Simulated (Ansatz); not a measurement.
Input file:

```yaml
crystal:
  periodic: [false, false, false]
  atoms:
    - {symbol: O, position_ang: [0.000000, 0.000000, 0.000000]}
    - {symbol: C, position_ang: [0.000000, 0.000000, 1.308000]}
basis:
  gaussian: {orbitals: 6-31G}
total_charge: 1
magnetization: {spin_polarized: false, initial_magnetization: 5}
correlation: {method: ccsd_t, electrons: outside_noble_gas}
output: {forces: true}
```

```sh
$ ansatz run in.yaml --threads 1 --pin off --events-out ev --progress --plain --max-ram 2393MiB
```

The program prints:

```
202 factors; integrals over basis functions are off by at most 2.0e-4 eV
mean field evaluation 1: about -3044.6990 eV, gradient 1.4e1 eV
mean field evaluation 2: about -3044.7233 eV, gradient 1.4e1 eV
mean field evaluation 4: about -3046.4230 eV, gradient 1.7e0 eV
mean field evaluation 8: about -3046.4545 eV, gradient 7.7e-2 eV
mean field evaluation 16: about -3046.4176 eV, gradient 3.5e-1 eV
mean field evaluation 32: about -3043.1061 eV, gradient 1.5e-1 eV
mean field -3046.45453848 eV, -111.9551393282 hartree, gradient 8.3e-6 eV, S^2 8.750000; 1 other end points of the search recorded, 0 dependent functions left out
determinant -3046.45453848 eV, -111.9551393282 hartree, with singles and doubles -3048.65360138 eV, -112.0359533992 hartree
determinant -3043.10619363 eV, -111.8320899244 hartree, with singles and doubles -3045.23894912 eV, -111.9104672430 hartree
2 core orbitals not correlated: weight in the atoms' cores, before any rotation towards them, 1.000 or more for the frozen orbitals, at most 0.000 for the correlated occupied ones
reference -3046.45453848 eV, -111.9551393282 hartree; 7, 2 occupied and 9, 14 virtual orbitals, 202 factors
second order -1.70514556 eV of doubles, -0.07270389 eV of singles
cycle   1  -2.19906097 eV  change    1.9e-6 eV  update   3.1e-4
cycle   2  -2.19908287 eV  change   -2.2e-5 eV  update   2.0e-4
cycle   3  -2.19909573 eV  change   -1.3e-5 eV  update   5.7e-5
cycle   4  -2.19911257 eV  change   -1.7e-5 eV  update   2.1e-5
cycle   5  -2.19913694 eV  change   -2.4e-5 eV  update   5.8e-6
cycle   6  -2.19914381 eV  change   -6.9e-6 eV  update   9.8e-7
perturbative correction -0.02093012 eV, -0.0007691676 hartree
the calculation of the forces begins
Total energy: -3048.67461241 eV, -112.0367255402 hartree
Atom 0 at     0.000000     0.000000     0.000000 Å, force    -0.000000     0.000000   -14.733203 eV/Å
Atom 1 at     0.000000     0.000000     1.308000 Å, force     0.000000    -0.000000    14.733204 eV/Å
Dipole moment:    -0.000000     0.000000     0.003325 e Å
```

Forces (eV/Å):
```
O     0.000   0.000 -14.733
C     0.000   0.000  14.733
```

For the same geometry and basis full CI lies 6.6 meV lower.

Ran on 1 thread of Intel Xeon Platinum 8375C, shared host: 0.45 s wall, 0.08 GiB peak host memory.
